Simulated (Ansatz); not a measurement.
**BH3+ (doublet): from Hartree-Fock to the top rungs at distance B1–H2 = 1.770 Å, cc-pVTZ**

Aim: climb from Hartree-Fock through coupled cluster and multireference methods for BH3+ (doublet) at one geometry and basis, and see what each rung misses.

Computed with Ansatz 0.2.0, Gaussian basis. Level: cc-pVTZ, correlated electrons: outside noble gas.

Plan: UHF; CCSD(T) on ROHF; CCSD(T) on UHF; BCCD(T) on ROHF; CCSDT(Q) on ROHF; CCSDT(Q) on UHF; CASSCF and NEVPT2, 3 electrons in 3 orbitals; CASSCF and MRCISD+Q, 5 electrons in 7 orbitals; CASSCF and NEVPT2, 5 electrons in 7 orbitals.

## (1) The geometry

The geometry derives from a PBE0/def2-TZVP stationary point (not a proven minimum). One bond is set to the value named and the two fragments are kept rigid.

4 atoms, charge 1, spin multiplicity 2.

Atoms are counted from 1 here; the program's logs count them from 0.

Bond lengths: B1–H3 1.174 Å, B1–H4 1.276 Å. Angles: H3–B1–H4 145.8°.

In the tables R marks a restricted open-shell determinant and U an unrestricted one; 'valence' is the active space of 5 electrons in 7 orbitals; 'pair' is the active space of 3 electrons in 3 orbitals; correlation energies count from the lowest restricted Hartree-Fock solution.

## (2) UHF

File in.yaml:

```yaml
crystal:
  periodic: [false, false, false]
  atoms:
    - {symbol: B, position_ang: [0.000000, -0.020256, 0.097905]}
    - {symbol: H, position_ang: [0.000000, 0.975561, -1.365395]}
    - {symbol: H, position_ang: [0.000000, -0.020256, 1.272119]}
    - {symbol: H, position_ang: [0.000000, -0.738040, -0.956841]}
basis:
  gaussian: {orbitals: cc-pVTZ}
total_charge: 1
magnetization: {spin_polarized: true, initial_magnetization: 1}
hamiltonian: {xc: hf}
output: {orbitals: {seedname: orbitals}}
```

Launch:

```console
> ansatz run in.yaml --threads 1 --pin off --events-out ev --progress --plain --max-ram 2393MiB
```

After this run come: CCSD(T) on ROHF; CCSD(T) on UHF; BCCD(T) on ROHF; CCSDT(Q) on ROHF; CCSDT(Q) on UHF; CASSCF and NEVPT2, 3 electrons in 3 orbitals; CASSCF and MRCISD+Q, 5 electrons in 7 orbitals; CASSCF and NEVPT2, 5 electrons in 7 orbitals.

Q: Predict the results of all the runs planned. Wanted: correlation energy, UCCSDT(Q); RMP2 from UCCSDT(Q); UMP2 from UCCSDT(Q); RCCSD from UCCSDT(Q); RCCSD(T) from UCCSDT(Q); UCCSD(T) from UCCSDT(Q); RCCSDT(Q) from UCCSDT(Q); NEVPT2 pair from UCCSDT(Q); NEVPT2 valence from UCCSDT(Q).

The runs gave:

| quantity | value |
| --- | --- |
| correlation energy, UCCSDT(Q) | -2.8768 eV |
| RMP2 from UCCSDT(Q) | +655.9 meV |
| UMP2 from UCCSDT(Q) | +631.9 meV |
| RCCSD from UCCSDT(Q) | +69.3 meV |
| RCCSD(T) from UCCSDT(Q) | +16.1 meV |
| UCCSD(T) from UCCSDT(Q) | +15.9 meV |
| RCCSDT(Q) from UCCSDT(Q) | +0.2 meV |
| NEVPT2 pair from UCCSDT(Q) | +669.7 meV |
| NEVPT2 valence from UCCSDT(Q) | +405.6 meV |
| MRCISD+Q valence from UCCSDT(Q) | +26.3 meV |
| levels within 1 kcal/mol (43 meV) | RCCSD(T), UCCSD(T), BCCD(T), RCCSDT, UCCSDT, RCCSDT(Q), MRCISD+Q valence |
| T1 diagnostic | 0.040 |
| effectively unpaired electrons | 1.02 |

In words: RCCSD(T) lands +16.1 meV from the yardstick (0.6 % of the correlation energy). The occupations are near whole numbers, but T1 = 0.040 shows that the orbitals relax strongly. Of the multireference levels listed MRCISD+Q valence comes nearest (+26.3 meV). These misses are within one basis and frozen core, not against nature; frozen cores of the runs differ by up to some meV.
